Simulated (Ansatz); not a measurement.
The input, for Ansatz 0.2.0:

```yaml
crystal:
  periodic: [false, false, false]
  atoms:
    - {symbol: B, position_ang: [-1.530534, 0.000000, 0.000000]}
    - {symbol: H, position_ang: [-2.127267, 1.033572, 0.000000]}
    - {symbol: H, position_ang: [-2.127267, -1.033571, 0.000000]}
    - {symbol: H, position_ang: [0.109466, 0.000000, 0.000000]}
    - {symbol: C, position_ang: [1.378466, 0.000000, 0.000000]}
    - {symbol: H, position_ang: [1.378466, -1.080022, 0.000000]}
    - {symbol: H, position_ang: [1.378466, 0.540011, 0.935327]}
    - {symbol: H, position_ang: [1.378466, 0.540011, -0.935327]}
basis:
  gaussian: {orbitals: cc-pVDZ}
magnetization: {spin_polarized: true, initial_magnetization: 1}
hamiltonian: {xc: {name: B97M-V}}
```

```sh
$ ansatz run in.yaml --threads 1 --pin off --events-out ev --progress --plain --max-ram 2560MiB --backend cpu
```

Log:

```
  # Of w^i u^j: cxij and so on, Table III.
  gx(w, u) = cx00 + cx01*u + cx02*u^2 + (cx10 + cx11*u)*w
  gss(w, u) = css00 + css02*u^2 + css10*w + (css32*w^3 + css42*w^4)*u^2
  gos(w, u) = cos00 + cos01*u + cos03*u^3 + cos10*w + cos32*w^3*u^2
      + integral(e_c_pw_mod_opposite_spin*gos(b97_w_opposite, b97_u_opposite)) + vv10(b, c)
682 factors; their error is unknown
mean field evaluation 1: about -1802.6753 eV, gradient 2.9e1 eV
mean field evaluation 2: about -1791.5904 eV, gradient 4.5e1 eV
mean field evaluation 4: about -1806.9815 eV, gradient 2.0e0 eV
mean field evaluation 8: about -1807.0170 eV, gradient 5.7e-2 eV
mean field evaluation 16: about -1806.9905 eV, gradient 7.3e-5 eV
mean field evaluation 32: about -1806.3991 eV, gradient 8.9e-1 eV
mean field -1806.99051347 eV, -66.4056765480 hartree, gradient 4.5e-6 eV, S^2 0.755371; 4 other end points of the search recorded, 0 dependent functions left out
reference -1806.99056018 eV, -66.4056782645 hartree; 9, 8 occupied and 49, 50 virtual orbitals, 682 factors
Total energy: -1806.99056018 eV, -66.4056782645 hartree
```

Ran on 1 thread of AMD EPYC 7R13, shared host: 8 s wall, 0.23 GiB peak host memory.
